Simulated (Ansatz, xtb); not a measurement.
BH4NO: 3 structures ranked

3 gas-phase structures of BH4NO, found in a search over its isomers (lower ones may exist). Each was relaxed with GFN2-xTB; where two conformers were screened, the lower at r2SCAN-D4/def2-SVP is listed:

A. `NBO`, a singlet
B. `BON`, a singlet
C. `BNO`, a singlet

Problem. Which do you expect lowest at r2SCAN-D4/def2-SVP, and how would the others follow?

Solution. Calculated order at r2SCAN-D4/def2-SVP: A (0.0), C (84.6), B (86.2) kcal/mol.

Energies above the lowest of each column, in kcal/mol:

```
structure  GFN2-xTB  HF/STO-3G  r2SCAN-D4/def2-SVP
        A       0.0        0.0                 0.0
        C      55.9       62.6                84.6
        B      53.9       58.7                86.2
```

Every level run on A puts it lowest or level with the lowest. Some further structures that were screened fall inside this span and aren't listed. Flexible structures stand in one conformer each, not always the lowest. Frequencies (PBE0-D4/def2-TZVP) were run for A alone.

Programs: Ansatz 0.2.0, xtb 6.7.1.
